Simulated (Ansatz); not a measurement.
The input, for Ansatz 0.2.0:

```yaml
crystal:
  periodic: [false, false, false]
  atoms:
    - {symbol: Al, position_ang: [0.000000, 0.004393, -0.604351]}
    - {symbol: Be, position_ang: [0.000000, -0.146981, 1.712516]}
    - {symbol: H, position_ang: [0.000000, 1.196574, 0.865926]}
basis:
  gaussian: {orbitals: def2-TZVP}
magnetization: {spin_polarized: false}
correlation: {method: mp2, electrons: all}
scf: {lower_state_search: off}
output: {forces: true}
```

```sh
$ ansatz run in.yaml --threads 1 --pin off --events-out ev --progress --plain --max-ram 2393MiB
```

The program prints:

```
these checks for a lower state are left out or cut short: starts, cluster_reference, orbital_swaps, neighbouring_geometries, increment
436 factors; integrals over basis functions are off by at most 1.2e-3 eV
mean field evaluation 1: about -6993.4294 eV, gradient 7.4e0 eV
mean field evaluation 2: about -6993.4339 eV, gradient 7.4e0 eV
mean field evaluation 4: about -6993.9362 eV, gradient 1.1e0 eV
mean field evaluation 8: about -6993.9623 eV, gradient 6.3e-2 eV
mean field evaluation 16: about -6993.9624 eV, gradient 2.7e-6 eV
mean field -6993.96240205 eV, -257.0233775973 hartree, gradient 2.7e-6 eV, S^2 0.000000; 0 other end points of the search recorded, 0 dependent functions left out; unrestricted orbitals would lower it
reference -6993.96240205 eV, -257.0233775973 hartree; 9, 9 occupied and 53, 53 virtual orbitals, 436 factors
second order -6.79880347 eV of doubles, -0.00000000 eV of singles
the calculation of the forces begins
Total energy: -7000.76120551 eV, -257.2732290162 hartree
Atom 0 at     0.000000     0.004393    -0.604351 Å, force     0.000000     0.099216    -0.002242 eV/Å
Atom 1 at     0.000000    -0.146981     1.712516 Å, force    -0.000000     0.036149     0.087786 eV/Å
Atom 2 at     0.000000     1.196574     0.865926 Å, force    -0.000000    -0.135365    -0.085544 eV/Å
Dipole moment:     0.000000     0.215974    -0.040543 e Å
Checks for a lower state left out: starts, cluster_reference, orbital_swaps, neighbouring_geometries, increment
```

Forces (eV/Å):
```
Al   0.000  0.099 -0.002
Be   0.000  0.036  0.088
H    0.000 -0.135 -0.086
```

Ran on 1 thread of Intel Xeon, shared host: 3.4 s wall, 0.1 GiB peak host memory.
